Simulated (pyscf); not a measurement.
`[OH][Si]([OH])([Cl])[Cl]` -> `[O]=[Si]([Cl])[Cl]` + `[OH2]`, an elimination (singlet surface; H–O, O–Si broken, H–O formed). PySCF, gas phase, ωB97X-D3(BJ)/def2-SVP geometries. MP2 and CC: frozen core, UHF for open shells. ΔMP2 is the change of the MP2 total energy from the triple- to the quadruple-zeta basis. Energies in kcal/mol from the reactant's lowest minimum found.

Small-basis levels: PySCF, no dispersion term, spherical d functions. AM1 to PM7: differences of heats of formation from MOPAC, which are fitted to 298 K values and so differ in kind from electronic energies by zero-point and thermal terms. Cost: rough CPU time at the saddle relative to B3LYP/6-31G*, from one job on a shared machine.

```tsv
level	barrier	reaction energy	cost
HF/3-21G	66.1	+103.6	0.06
MP2/6-31G*	51.1	+72.4	0.1
SVWN5/6-31G*	41.5	+81.3	1.0
PBE/6-31G*	44.0	+69.8	2
B3LYP/STO-3G	42.8	+78.8	0.5
M06-2X/6-31G*	53.2	+81.4	2
PBE/def2-SVP	44.3	+71.1	1
B3LYP/def2-SVP	50.6	+73.9	1
PM7	50.9	+48.4	under 0.02
CCSD(T)/def2-TZVPP + ΔMP2(QZVPP)	54.6	+73.7	–
```

Against the last row the barrier runs from -13.1 (SVWN5/6-31G*) to +11.5 kcal/mol (HF/3-21G); M06-2X/6-31G* happens to lie closest here (1.4 kcal/mol apart). CCSD(T)/def2-TZVPP + ΔMP2(QZVPP) has limits of its own. On the product side the descent ends in an adduct with a O–Si contact, 25.5 kcal/mol under the separated species and 3.9 kcal/mol under the saddle at ωB97X-D3(BJ)/def2-TZVP. At CCSD(T) the saddle lies under the separated products, which points to a path from their complex (located at ωB97X-D3(BJ) alone), and parting the products costs more than the saddle. What is counted as broken (O–Si) persists as a longer contact in the product adduct; parting that adduct is a step of its own. This is the saddle that the search found; another between the same sides may lie lower. The CCSD(T) − MP2 part came from Ansatz, without density fitting, on the same reference.
